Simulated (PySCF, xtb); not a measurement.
sulfur dioxide (O₂S), SMILES O=S=O.

GFN2-xTB in xtb 6.7.1 at its own geometry gives an orbital gap of 3.51 eV and a dipole moment of 3.21 D.

Geometry optimised at ωB97X-D3(BJ)/def2-TZVP.

### Question
What does HF/def2-TZVPD run with PySCF give? (An estimate is asked for; the answer gives what the named calculation found.)

### Answer
gap 13.76 eV (levels -13.55 and 0.20 eV), dipole 2.03 D.
